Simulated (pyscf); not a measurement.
Structures and frequencies: ωB97X-D3(BJ)/def2-SVP in PySCF.

### Question
What is the homolytic dissociation enthalpy (298 K, ωB97M-D3(BJ)/def2-TZVP) of the F–Hf bond of H₂N–Hf(F)(Cl)–Cl (SMILES [NH2][Hf]([F])([Cl])[Cl]), to [H₂N–Hf(Cl)–Cl]• + F•?

### Answer
F–Hf to [H₂N–Hf(Cl)–Cl]• + F•: 156.3 kcal/mol. The 7 functionals that were run give +150.9 (M06-2X) to +159.5 kcal/mol (PBE). The radicals are drawn with the spin at the cut bond; how far it spreads was not checked. Other isomers of [H₂N–Hf(Cl)–Cl]• were not searched in full and may lie lower. Left out: the spin-orbit lowering of F. Open-shell species with a d-block atom are single-reference here; other states, and whether the spin sits on metal or ligand, were not checked. Elements past Kr carry the def2 core potentials, without spin-orbit coupling.
